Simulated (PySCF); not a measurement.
CH3NO, SMILES C(N)=O (connectivity only; charge and spin as stated), charge +1, multiplicity 2. Atoms are numbered in the order given.

```xyz
6

N      0.1553    -1.0687     0.0000
C     -0.3785     0.1100     0.0000
O      0.2415     1.2095     0.0000
H      1.1626    -1.2018     0.0000
H     -0.4360    -1.8921     0.0000
H     -1.4745     0.2389     0.0000
```
Charge +1, spin multiplicity 2.

Coordinates come from a B3LYP-D3(BJ)/def2-TZVP optimisation. The multiplicity is an assumed one; other spin states were not compared. One conformer was computed; it need not be the lowest.

Two levels are set side by side: PBE/pcH-1 (PySCF) and PBE0/pcH-1 (PySCF). Contact hyperfine couplings, same geometry. Differences are taken from unrounded values.

| quantity | PBE0 |
|---|---|
| A(iso) of 14N, atom N1 (MHz) | 23.7 |
| A(iso) of 13C, atom C2 (MHz) | -49.0 |
| A(iso) of 17O, atom O3 (MHz) | -48.2 |
| A(iso) of 1H, atom H4 (MHz) | 1.7 |
| A(iso) of 1H, atom H5 (MHz) | 2.8 |
| A(iso) of 1H, atom H6 (MHz) | 213.4 |

Problem. What does PBE give, and how far is it from PBE0? (An estimate is asked for; the answer gives what the named calculation found.)

Solution. 
```tsv
quantity	PBE	PBE minus PBE0
A(iso) of 14N, atom N1 (MHz)	25.6	1.9
A(iso) of 13C, atom C2 (MHz)	-38.9	10.1
A(iso) of 17O, atom O3 (MHz)	-29.2	19.0
A(iso) of 1H, atom H4 (MHz)	5.3	3.6
A(iso) of 1H, atom H5 (MHz)	2.6	-0.2
A(iso) of 1H, atom H6 (MHz)	255.0	41.6
```

Rough cost on one machine, each run with all the roots and properties that it gave: PBE0 against PBE about 2 times.
